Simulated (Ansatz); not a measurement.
**C2H3F3: a ladder of functionals and wavefunction methods**

The task here is to estimate one member of a computed series from the others.

Program: Ansatz 0.2.0, Gaussian basis. Level of theory: functionals in def2-TZVPP, the program's frozen cores in correlated methods. These are calculated values, not measurements.

Levels to be run: PBE-D4, r2SCAN-D4, PBE0-D4, B3LYP-D4, ωB97X-V, ωB97M-V, B2PLYP; CCSD(T)/def2-TZVPP; MP2/def2-QZVPP; extrapolation to the limit.

### Structure used throughout

The geometry comes from an earlier relaxation with PBE0-D4 in a triple-zeta def2 set; it is a stationary point, not always the lowest conformer.

SMILES `FCC(F)F`, 8 atoms, charge 0, spin multiplicity 1.

Atoms are counted from 1 here; the program's logs count them from 0.

Bond lengths: F1–C2 1.367 Å, C2–C3 1.507 Å, C2–H6 1.094 Å, C2–H7 1.094 Å, C3–F4 1.353 Å, C3–F5 1.353 Å, C3–H8 1.097 Å. Angles: F1–C2–C3 110.8°, F1–C2–H6 109.2°, F1–C2–H7 109.2°, C3–C2–H6 109.0°, C3–C2–H7 109.0°, H6–C2–H7 109.7°, C2–C3–F4 110.6°, C2–C3–F5 110.6°, C2–C3–H8 111.0°, F4–C3–F5 107.7°, F4–C3–H8 108.4°, F5–C3–H8 108.4°.

The first run:

Input file in.yaml:

```yaml
crystal:
  periodic: [false, false, false]
  atoms:
    - {symbol: F, position_ang: [-0.985906, 1.458508, 0.050824]}
    - {symbol: C, position_ang: [0.087907, 0.678710, 0.379842]}
    - {symbol: C, position_ang: [-0.007392, -0.670181, -0.285745]}
    - {symbol: F, position_ang: [-1.136199, -1.311108, 0.094623]}
    - {symbol: F, position_ang: [-0.044674, -0.536610, -1.631275]}
    - {symbol: H, position_ang: [0.112098, 0.539654, 1.464873]}
    - {symbol: H, position_ang: [1.006240, 1.174256, 0.050733]}
    - {symbol: H, position_ang: [0.852826, -1.298731, -0.023775]}
basis:
  gaussian: {orbitals: def2-TZVPP}
hamiltonian: {xc: pbe, dispersion: d4}
output: {forces: true, orbitals: {seedname: orbitals}}
```

Steps of the session up to this table: PBE-D4 (GGA); r2SCAN-D4 (meta-GGA); PBE0-D4 (hybrid); B3LYP-D4 (hybrid); ωB97X-V (range-separated); ωB97M-V (range-separated); B2PLYP (double hybrid); CCSD(T) in def2-TZVPP; MP2 in def2-QZVPP.

One table of the session follows, with a row left open; its other results are not shown here.

| method | atomisation energy (eV) |
| --- | --- |
| PBE-D4 | 33.261 |
| r2SCAN-D4 | 32.234 |
| PBE0-D4 | 32.239 |
| B3LYP-D4 | 31.972 |
| ωB97X-V | 32.195 |
| ωB97M-V | 32.199 |
| B2PLYP | 31.764 |
| HF/def2-TZVPP | ? |
| MP2/def2-TZVPP | 32.271 |
| CCSD/def2-TZVPP | 30.701 |
| CCSD(T)/def2-TZVPP | 31.252 |
| MP2/CBS | 33.110 |
| CCSD(T)/CBS | 32.091 |

Estimate the missing values for HF/def2-TZVPP.

As computed: atomisation energy (eV): 22.723. In the column «atomisation energy (eV)» it is the lowest.
